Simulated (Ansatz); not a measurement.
# C3H6OS: one species, many methods

The task here is to estimate one member of a computed series from the others.

Program: Ansatz 0.2.0, Gaussian basis. Level of theory: functionals in def2-TZVPP, the program's frozen cores in correlated methods. These are calculated values, not measurements.

Plan: PBE-D4, r2SCAN-D4, PBE0-D4, B3LYP-D4, ωB97X-V, ωB97M-V, B2PLYP; CCSD(T)/def2-TZVPP; MP2/def2-QZVPP; extrapolation to the limit.

**The relaxed structure**

The geometry comes from an earlier relaxation with PBE0-D4 in a triple-zeta def2 set; it is a stationary point, not always the lowest conformer.

SMILES `C=C(O)CS`, 11 atoms, charge 0, spin multiplicity 1.

Atoms are counted from 1 here; the program's logs count them from 0.

Bond lengths: C1–C2 1.330 Å, C1–H6 1.080 Å, C1–H7 1.084 Å, C2–O3 1.357 Å, C2–C4 1.487 Å, O3–H8 0.962 Å, C4–S5 1.818 Å, C4–H9 1.089 Å, C4–H10 1.092 Å, S5–H11 1.342 Å. Angles: C2–C1–H6 120.4°, C2–C1–H7 121.9°, H6–C1–H7 117.7°, C1–C2–O3 124.6°, C1–C2–C4 124.4°, O3–C2–C4 111.0°, C2–O3–H8 109.3°, C2–C4–S5 113.4°, C2–C4–H9 110.0°, C2–C4–H10 110.2°, S5–C4–H9 105.6°, S5–C4–H10 109.0°, H9–C4–H10 108.4°, C4–S5–H11 96.0°.

Set-up of the first run:

Input file in.yaml:

```yaml
crystal:
  periodic: [false, false, false]
  atoms:
    - {symbol: C, position_ang: [0.442470, 0.509209, 1.472467]}
    - {symbol: C, position_ang: [0.332049, -0.069233, 0.279980]}
    - {symbol: O, position_ang: [0.802984, -1.305033, -0.024209]}
    - {symbol: C, position_ang: [-0.312885, 0.560937, -0.902826]}
    - {symbol: S, position_ang: [-1.846720, -0.269023, -1.418040]}
    - {symbol: H, position_ang: [0.038106, 1.496801, 1.640238]}
    - {symbol: H, position_ang: [0.927070, 0.014059, 2.306723]}
    - {symbol: H, position_ang: [1.181003, -1.703957, 0.765217]}
    - {symbol: H, position_ang: [-0.598764, 1.585378, -0.669543]}
    - {symbol: H, position_ang: [0.381835, 0.580327, -1.745111]}
    - {symbol: H, position_ang: [-1.281948, -1.456465, -1.684297]}
basis:
  gaussian: {orbitals: def2-TZVPP}
hamiltonian: {xc: pbe, dispersion: d4}
output: {forces: true, orbitals: {seedname: orbitals}}
```

Run with:

```console
> ansatz run in.yaml --threads 4 --pin off --events-out ev --progress --plain --max-ram 10444MiB
```

Steps of the session up to this table: PBE-D4 (GGA); r2SCAN-D4 (meta-GGA); PBE0-D4 (hybrid); B3LYP-D4 (hybrid); ωB97X-V (range-separated); ωB97M-V (range-separated); B2PLYP (double hybrid); CCSD(T) in def2-TZVPP; MP2 in def2-QZVPP.

One table of the session follows, with a row left open; its other results are not shown here.

| method | atomisation energy (kJ/mol) |
| --- | --- |
| PBE-D4 | 4408.2 |
| r2SCAN-D4 | 4301.3 |
| PBE0-D4 | 4313.6 |
| B3LYP-D4 | 4279.6 |
| ωB97X-V | ? |
| ωB97M-V | 4302.3 |
| B2PLYP | 4234.0 |
| HF/def2-TZVPP | 3053.8 |
| MP2/def2-TZVPP | 4249.5 |
| CCSD/def2-TZVPP | 4094.2 |
| CCSD(T)/def2-TZVPP | 4168.1 |
| MP2/CBS | 4362.9 |
| CCSD(T)/CBS | 4281.4 |

Estimate the missing values for ωB97X-V.

**Answer.** atomisation energy (kJ/mol): 4289.1. In the column «atomisation energy (kJ/mol)» it lies between CCSD(T)/CBS (4281.4) and r2SCAN-D4 (4301.3).

To keep in mind: Free atoms (3 C, 1 O, 1 S, 6 H) were run apart at each level; the atomisation energy is their sum less the molecule, without zero-point or spin-orbit terms.
